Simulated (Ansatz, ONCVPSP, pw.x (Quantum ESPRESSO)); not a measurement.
What a changed setting does to a pw.x run (fcc N)

Potential: optimised norm-conserving Vanderbilt (ONCV), ONCVPSP 4.0.1.1 (patched build), LDA (Perdew-Wang 92); core [He], reference 2s2 2p3; waves: 2s: rc 0.80 bohr, ncon 4, nbas 8, qcut 8.6 1/bohr, 2 projectors, debl 1.5 Ha; 2p: rc 1.75 bohr, ncon 4, nbas 7, qcut 8.3 1/bohr, 2 projectors, debl 2.8 Ha; local part: polynomial inside 0.70 bohr (lpopt 5, dvloc0 6 Ha); core correction: Teter function fitted to the true core (icmod 2), fcfact 0.65.

The reference run (k-mesh 18³, cutoffs 90/360 Ry, Fermi–Dirac 0.01 Ry, mixing_beta 0.4, conv_thr 1e-9, no spin) gives 0.26 GPa at 7.069 Å³/atom, where all-electron LAPW gives -0.19 GPa. This run, with its own iteration cap, changes mixing_beta to 0.1.

```
&control
  calculation='scf', prefix='x', pseudo_dir='./', outdir='./tmp', tstress=.true., disk_io='none'
/
&system
  ibrav=0, nat=1, ntyp=1, ecutwfc=90, ecutrho=360, nbnd=9,
  occupations='smearing', smearing='fd', degauss=0.01
/
&electrons
  conv_thr=1e-09, mixing_beta=0.1, electron_maxstep=50
/
ATOMIC_SPECIES
N 1.0 N.UPF
CELL_PARAMETERS angstrom
  0.00000000 1.52326687 1.52326687
  1.52326687 0.00000000 1.52326687
  1.52326687 1.52326687 0.00000000
ATOMIC_POSITIONS crystal
N 0.0000 0.0000 0.0000
K_POINTS automatic
18 18 18 0 0 0
```

```bash
pw.x < N.scf.in > N.scf.out
```

How does the run end?

It converges in 7 iterations; the free energy moves by +0.0 meV/atom and the pressure by -0.01 GPa. The result is that of the reference run.

```
Message from routine setup:
     using ibrav=0 with symmetry is DISCOURAGED, use correct ibrav instead
     lattice parameter (alat)  =       4.0709  a.u.
     unit-cell volume          =      47.7040 (a.u.)^3
     number of electrons       =         5.00
     number of Kohn-Sham states=            9
     kinetic-energy cutoff     =      90.0000  Ry
     charge density cutoff     =     360.0000  Ry
     scf convergence threshold =      1.0E-09
     Exchange-correlation= SLA  PW   NOGX NOGC
     number of k points=   195  Fermi-Dirac smearing, width (Ry)=  0.0100
     iteration #  1     ecut=    90.00 Ry     beta= 0.10
     total energy              =     -20.76665753 Ry
     estimated scf accuracy    <       0.00043497 Ry
     iteration #  2     ecut=    90.00 Ry     beta= 0.10
     total energy              =     -20.76651586 Ry
     estimated scf accuracy    <       0.00032774 Ry
     iteration #  3     ecut=    90.00 Ry     beta= 0.10
     total energy              =     -20.76655665 Ry
     estimated scf accuracy    <       0.00001065 Ry
     iteration #  4     ecut=    90.00 Ry     beta= 0.10
     total energy              =     -20.76655706 Ry
     estimated scf accuracy    <       0.00000011 Ry
     iteration #  5     ecut=    90.00 Ry     beta= 0.10
     total energy              =     -20.76655709 Ry
     estimated scf accuracy    <          2.2E-09 Ry
     iteration #  6     ecut=    90.00 Ry     beta= 0.10
     total energy              =     -20.76655708 Ry
     estimated scf accuracy    <       0.00000002 Ry
     iteration #  7     ecut=    90.00 Ry     beta= 0.10
     the Fermi energy is     9.2156 ev
!    total energy              =     -20.76655708 Ry
     estimated scf accuracy    <          2.2E-12 Ry
     smearing contrib. (-TS)   =      -0.00291411 Ry
     The total energy is F=E-TS. E is the sum of the following terms:
     one-electron contribution =       3.68334274 Ry
     hartree contribution      =       1.54225969 Ry
     xc contribution           =      -6.07969628 Ry
     ewald contribution        =     -19.90954911 Ry
     convergence has been achieved in   7 iterations
          total   stress  (Ry/bohr**3)                   (kbar)     P=        2.51
     Message from routine punch:
     Nothing written, as per user request (disk_io='none')
```

The run took about 20 s on one core of a shared host (Neoverse-N1, 64 threads, 124 GiB, load 55).
